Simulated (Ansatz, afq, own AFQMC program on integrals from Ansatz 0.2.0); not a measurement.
# HBr2, doublet in cc-pVTZ, levels against CCSDT(Q)

```xyz
3

Br    0.0000    0.0000   -1.8083
H     0.0000    0.0000   -0.1533
Br    0.0000    0.0000    1.9617
```

Connectivity, by distances: BrH ··· Br.

Basis cc-pVTZ. Only valence electrons are correlated. Ansatz 0.2.0 and our own AFQMC program on the same integrals; the CISD trial comes from CCSD amplitudes, and released means the phaseless constraint is let go. ± is one standard error of the sampling. No spin–orbit coupling.

Determinant: UHF, the one that the program's search chose, which needn't be the lowest solution. The geometry is a point of a scan.

No full CI on the walks' own integrals is used here; CCSDT(Q) serves as the reference and is uncertain by about the last step of the cluster series.

Cautions: no relativity below Rb; no spin-orbit coupling; inner d shell frozen.

- T1 diagnostic: 0.0085
- weight of the determinant in the CISD state: 0.858
- ⟨S²⟩ of the determinant: 0.759
- size of the correlated space: 15 electrons in 72 orbitals

```
  level  correlation energy (eV)
    MP2                  -8.6137
   CCSD                  -9.6191
CCSD(T)                  -9.9600
```

**Question.** Estimate where phaseless AFQMC with a CISD trial lies against CCSD(T) on the same integrals.

**Answer.** 0.75 ± 0.18 mEh below CCSD(T).

Reference: CCSDT(Q), correlation energy -10.003 eV. The released energy is read at 1.50 1/Eh (meV from the phaseless value at times in 1/Eh: -7 ± 5 at 0.24, -10 ± 5 at 0.51, -26 ± 5 at 0.99, -27 ± 6 at 1.50).

```
         level  E − E(reference) (mEh)  share of correlation (%)
       CCSD(T)                    1.58                     99.57
         CCSDT                    0.50                     99.86
   ph-AFQMC/HF             0.88 ± 1.10                     99.76
 ph-AFQMC/CISD             0.84 ± 0.18                     99.77
released AFQMC            -0.15 ± 0.21                    100.04
```

A walk keeps the symmetry of its determinant, which the program's search chose and which needn't be the lowest solution, so a lower state of the same spin and another symmetry isn't excluded. Released energies are given only where the last usable release times agree within the noise; a slower fall can still hide under it.
